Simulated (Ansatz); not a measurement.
## Ti (hcp): energy against volume

Computed with Ansatz 0.2.0, DFT, BLYP, plane waves (420 eV) with PAW, scalar-relativistic. The PAW files were generated under PBE, with cores re-solved for the functional.

The cell is scaled uniformly from the relaxed one, with fractional coordinates and shape fixed. Energies are extrapolated to zero smearing, pressures are those at the given smearing. Magnetic state: spin not included.

A Birch-Murnaghan fit gives V₀ = 17.78 Å³/atom, B₀ = 106 GPa, B₀′ = 3.7.

Q: What are the energy above the minimum and the pressure at 15.679 Å³/atom?

A: 98.9 meV/atom and 16.84 GPa as computed.

Q: What are the energy above the minimum and the pressure at 16.392 Å³/atom?

A: 40.3 meV/atom and 10.13 GPa as computed.

Q: What are the energy above the minimum and the pressure at 19.242 Å³/atom?

A: 35.2 meV/atom and -6.97 GPa as computed.
